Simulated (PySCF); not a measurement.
## Working out the ionisation energy of P

P [Ne] 3s2 3p3 (4S) → P+ [Ne] 3s2 3p2 (3P). Calculation: PySCF 2.14, in x2c-TZVPall; the spin-free X2C one-electron Hamiltonian (Gaussian nucleus). Frozen: [Ne]. Energies in hartree (1 hartree = 27.21139 eV):

```tsv
part	P (lower)	P+ (upper)
UHF	-341.526078	-341.162278
CCSD correlation	-0.099527	-0.081045
(T)	-0.003725	-0.002228
```

**Question.** What does Hartree-Fock give?

**Answer.** (-341.162278) − (-341.526078) = 0.363800 hartree = 9.900 eV.

**Question.** What do CCSD and CCSD(T) give?

**Answer.** The CCSD correlation energies differ by 0.018482 hartree = 0.503 eV and the triples by 0.001497 hartree = 0.041 eV, so CCSD gives 10.403 eV and CCSD(T) 10.444 eV.

Measured between the centres of the two terms (NIST): 10.526 eV, so CCSD(T) (valence) is off by -0.082 eV.

What remains against the reference includes basis incompleteness, the frozen core and higher excitations.
